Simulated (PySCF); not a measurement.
Compound: sulfur diatomic, S2 (triplet state).
Numbering: `[S:1]=[S:2]`

Theory: PySCF, UKS B3LYP, IGLO-III on S, non-relativistic, mean-field spin-orbit, GIAO. Geometry: PBE0-D3(BJ)/def2-SVP; no solvent, vibrations or thermal averaging.

(1) Break the g tensor into its mass correction, gauge correction and orbital-Zeeman/spin–orbit terms.

(2) What effective moment and Curie constant follow for a powder at temperatures where kT is far above the zero-field splitting?

(3) At 9.558 GHz, how far is the centre of the isotropic spectrum from where a free electron (g = 2.002319) resonates, zero-field splitting left aside?

(4) How much does each term add to the isotropic shift?

Answers

(1) 
```json
{"Δg (ppt)": "relativistic mass correction", "1": "-0.25", "2": "-0.25", "3": "-0.25"}
{"Δg (ppt)": "gauge correction", "1": "0.06", "2": "0.02", "3": "0.02"}
{"Δg (ppt)": "orbital Zeeman/spin–orbit", "1": "0.00", "2": "13.77", "3": "13.78"}
{"Δg (ppt)": "total", "1": "-0.19", "2": "13.54", "3": "13.55"}
```

So g = 2.00213, 2.01586, 2.01587 and g_iso = 2.01128; the tensor is axial. Axes: g1 lies along the molecular axis. With S = 1 there is also a zero-field splitting, D = +20.90 cm⁻¹, to set against the quantum of 0.317 cm⁻¹ at 9.5 GHz.

(2) With the mean of g² = 4.0453 and S(S+1) = 2.00: μ_eff = √(⟨g²⟩S(S+1)) = 2.844 μB and χT = 0.12505·⟨g²⟩·S(S+1) = 1.012 cm³ K/mol (cgs; spin-Hamiltonian part alone).

(3) B = hν/(g μB) with μB/h = 13.99624 MHz/mT gives 341.05 mT for the free electron and 339.53 mT at g_iso, 1.52 mT lower.

(4) The orbital-Zeeman/spin–orbit term 9.18, the mass correction -0.25 and the gauge correction 0.03 ppt, for a total of 8.97 ppt. The orbital-Zeeman/spin–orbit term is the largest in size. The mass correction is the same along every axis, so the anisotropy comes from the other two: their spans along these axes are 0.04 (gauge) and 13.78 ppt (orbital Zeeman/spin–orbit).

Largest spin populations (Mulliken): S2 (+1.00) and S1 (+1.00).

The HOMO–LUMO gaps are 6.52 eV among the α and 5.20 eV among the β orbitals.

Hardware: one thread, Arm Neoverse V1, no GPU, shared host. Cost: 6.4 s of wall time.
